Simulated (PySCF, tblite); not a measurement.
# C3H5F, a complex of two parts: NMR shifts, interaction energy, infrared bands, spin-spin couplings and core binding energies

An exercise on one series of results from a longer session: the logs are not shown, and one member is left open.

Programs: tblite 0.8.0 and PySCF 2.14.0. All values are calculated, for the isolated system unless a continuum is named. Atoms count from 0, parts from 1.

### The system as given

9 atoms, charge 0, multiplicity 1; geometry: rigid parts in contact. Parts: 1 = atoms 0–4, `CF`, charge 0; 2 = atoms 5–8, `C#C`, charge 0.

The first run:

The job: settings as JSON, then the geometry in Å.

```
{"job": {"kind": "dock", "xc": "GFN2-xTB", "basis": "xTB"}, "charge": 0, "multiplicity": 1, "parts": [{"atoms": "0-4", "charge": 0, "multiplicity": 1}, {"atoms": "5-8", "charge": 0, "multiplicity": 1}]}
C     -0.068871     0.009118     0.006671
F      1.277235    -0.170808    -0.123022
H     -0.570679    -0.824216    -0.486350
H     -0.330930     0.955495    -0.468161
H     -0.306755     0.030410     1.070863
C      0.696334     0.614648     2.920005
C     -0.185292     1.242037     3.424031
H      1.471742     0.063262     2.476826
H     -0.960416     1.794031     3.867055
```

Method: GFN2-xTB search for minima from random contacts, gas phase.

Started as:

```console
> OMP_NUM_THREADS=1 python cluster_run.py task.json out
```

This one command runs all jobs of the session in turn.

Among the steps run: Docking the parts with GFN2-xTB; Optimising the geometry at PBE0-D3(BJ)/def2-TZVPD; NMR shieldings: PBE0/pcSseg-2; Coupled-cluster interaction energy: CCSD(T) and MP2.

One of the session's tables, all rows but one given; the rest of the session is left out.

It belongs to the step «Coupled-cluster interaction energy: CCSD(T) and MP2». 

```
                 method  interaction energy (kcal/mol)
         HF/aug-cc-pVDZ                          -1.04
        MP2/aug-cc-pVDZ                          -1.98
       CCSD/aug-cc-pVDZ                          -1.77
    CCSD(T)/aug-cc-pVDZ                          -1.94
         HF/aug-cc-pVQZ                          -1.00
        MP2/aug-cc-pVQZ                              ?
    SCS-MP2/aug-cc-pVQZ                          -1.90
      MP2, extrapolated                          -2.37
CCSD(T), limit estimate                          -2.33
```

**Question.** Estimate the row for MP2/aug-cc-pVQZ.

**Answer.** interaction energy (kcal/mol): -2.31. In the column «interaction energy (kcal/mol)» it lies between CCSD(T), limit estimate (-2.33) and MP2/aug-cc-pVDZ (-1.98).
